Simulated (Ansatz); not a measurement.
in.yaml

```yaml
crystal:
  periodic: [false, false, false]
  atoms:
    - {symbol: O, position_ang: [0.000000, 0.000000, -1.889360]}
    - {symbol: Ga, position_ang: [0.000000, 0.000000, -0.219260]}
    - {symbol: Si, position_ang: [0.000000, 0.000000, 2.108620]}
basis:
  gaussian: {orbitals: cc-pVDZ, fitting: {mean_field: def2-universal-jkfit}, point_charges: [{charge: 0.50, position_ang: [4.302, 0.850, 0.606]}]}
magnetization: {spin_polarized: true, initial_magnetization: 5}
hamiltonian: {xc: hf}
scf: {lower_state_search: light}
output: {forces: true, orbitals: {seedname: orbitals}}
```

```sh
$ ansatz run in.yaml --threads 1 --pin off --events-out ev --progress --plain --max-ram 2393MiB
```

Log:

```
471 factors; integrals over basis functions are off by at most 9.0e-2 eV
mean field evaluation 1: about -62225.6381 eV, gradient 8.8e0 eV
mean field evaluation 2: about -62226.4737 eV, gradient 3.4e0 eV
mean field evaluation 4: about -62226.8520 eV, gradient 1.4e0 eV
mean field evaluation 8: about -62227.0391 eV, gradient 4.1e-1 eV
mean field evaluation 16: about -62227.1244 eV, gradient 4.4e-2 eV
mean field evaluation 32: about -62226.3943 eV, gradient 1.4e1 eV
mean field evaluation 64: about -62227.2526 eV, gradient 9.1e-2 eV
mean field evaluation 96: about -62227.1110 eV, gradient 6.0e-1 eV
mean field evaluation 128: about -62227.2781 eV, gradient 2.8e-2 eV
mean field evaluation 160: about -62227.2784 eV, gradient 2.7e-2 eV
mean field evaluation 192: about -62219.8681 eV, gradient 1.5e1 eV
mean field evaluation 224: about -62227.1951 eV, gradient 5.2e-1 eV
mean field evaluation 256: about -62223.9420 eV, gradient 2.0e0 eV
mean field evaluation 288: about -62226.8528 eV, gradient 1.4e0 eV
mean field evaluation 320: about -62226.9965 eV, gradient 1.7e0 eV
mean field -62227.28082602 eV, -2286.8103911903 hartree, gradient 6.5e-6 eV, S^2 8.766324; 5 other end points of the search recorded, 0 dependent functions left out
the calculation of the forces begins
reference -62227.28082602 eV, -2286.8103911903 hartree; 29, 24 occupied and 30, 35 virtual orbitals, 471 factors
Total energy: -62227.28082602 eV, -2286.8103911903 hartree
Atom 0 at     0.000000     0.000000    -1.889360 Å, force    -1.516443    -0.299626    -5.962168 eV/Å
Atom 1 at     0.000000     0.000000    -0.219260 Å, force     2.766114     0.546542     4.866410 eV/Å
Atom 2 at     0.000000     0.000000     2.108620 Å, force    -1.156856    -0.228577     1.150850 eV/Å
Dipole moment:    -0.516263    -0.102005     0.405799 e Å
```

Forces (eV/Å):
```
O   -1.516 -0.300 -5.962
Ga   2.766  0.547  4.866
Si  -1.157 -0.229  1.151
```

Ran on 1 thread of AMD EPYC, shared host: 30 s wall, 0.25 GiB peak host memory.
